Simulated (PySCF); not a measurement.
HPO.
SMILES with atom numbers: `[O:1]=[PH:2]` (hydrogens: H3 on P2)

Computed with PySCF at wB97X-D/def2-SVPD, non-relativistic, on one gas-phase PBE0-D3(BJ)/def2-SVP geometry that isn't relaxed in the solvent. The solvent is an IEF-PCM continuum (Bondi radii, 1.10 Å for H, scaled by 1.2), and excitations are vertical TDDFT with non-equilibrium linear response and a frozen core. Specific hydrogen bonds and non-electrostatic terms are outside this model.

Gas-phase singlets (H = HOMO, L = LUMO):

```tsv
state	E (eV)	λ (nm)	f	leading configuration
S1	2.381	521	0.003	H→L 99%
S2	5.498	226	0.008	H-1→L 98%
S3	6.359	195	0.009	H→L+1 81%
S4	6.750	184	0.000	H-3→L 99%
S5	7.015	177	0.091	H-2→L 69%
```

How does the list change in water (ε = 78.36)?

| state | E (eV) | λ (nm) | f | leading configuration | change by rank (eV) |
| --- | --- | --- | --- | --- | --- |
| S1 | 2.530 | 490 | 0.004 | H→L 99% | +0.149 |
| S2 | 5.784 | 214 | 0.011 | H-1→L 98% | +0.286 |
| S3 | 6.410 | 193 | 0.023 | H→L+1 86% | +0.051 |
| S4 | 7.017 | 177 | 0.000 | H-3→L 99% | +0.267 |
| S5 | 7.171 | 173 | 0.125 | H-2→L 76% | +0.156 |

The ground-state energy changes by -0.237 eV from gas to water. By how much does the total energy of gas-phase S2 change?

E(S2) = E(S0) + excitation energy, so it changes by -0.237 + 0.286 = +0.049 eV: it isn't lowered at all, while the ground state is. This is the vertical state, with the slow part of the continuum still set for S0.

How do the frontier levels move from gas to water?

```
orbital  gas (eV)  solvent (eV)  change (eV)         Löwdin shares, gas     Löwdin shares, solvent
 LUMO+2      2.63          3.10        +0.47   P2 57 %, H3 34 %, O1 9 %  P2 55 %, H3 33 %, O1 12 %
 LUMO+1      2.08          2.31        +0.23  P2 62 %, O1 22 %, H3 17 %  P2 59 %, O1 26 %, H3 15 %
   LUMO     -1.55         -1.17        +0.38   P2 62 %, O1 31 %, H3 8 %   P2 63 %, O1 30 %, H3 7 %
   HOMO     -9.54         -9.31        +0.23  P2 43 %, O1 39 %, H3 19 %  P2 45 %, O1 37 %, H3 19 %
 HOMO-1    -12.80        -12.72        +0.08           O1 64 %, P2 34 %           O1 64 %, P2 34 %
 HOMO-2    -12.84        -12.77        +0.07           O1 71 %, P2 28 %           O1 73 %, P2 26 %
 HOMO-3    -14.13        -14.03        +0.10  O1 60 %, P2 27 %, H3 13 %  O1 59 %, P2 27 %, H3 13 %
```

The HOMO–LUMO gap goes from 7.99 to 8.14 eV.

wB97X-D is run here without its empirical dispersion term; that term would change no orbital, density or response property at a fixed geometry.
